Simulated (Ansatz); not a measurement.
Basis-set extrapolation for C8H8 (`CC#CC#CC1CC1`) (PBE0-D4/def2-TZVP geometry, frozen core, the Gaussian-basis code of Ansatz). Multiplicity 1, RHF reference.

|  | def2-TZVPP | def2-QZVPP |
| --- | --- | --- |
| HF | -307.569763 | -307.582467 |
| MP2 correlation | -1.266046 | -1.345584 |
| CCSD(T) correlation | -1.367766 | not run |

Energies in hartree. Use E(X) = E(∞) + A·exp(−7.88·√X) for Hartree–Fock and E(X) = E(∞) + B·X^(−2.97) for correlation, with X = 3 and 4, and add CCSD(T) minus MP2 of the smaller set to the MP2 limit.

Problem. What is the CCSD(T) energy at the basis-set limit?

Solution. HF limit: -307.582467 + (-0.012704) × 0.13774 = -307.58422. MP2 limit: -1.345584 + (-0.079538) × 0.74074 = -1.40450. Higher-order term: -1.367766 − (-1.266046) = -0.10172. Total: -309.09044 hartree, 96.0 kcal/mol below CCSD(T)/def2-TZVPP.
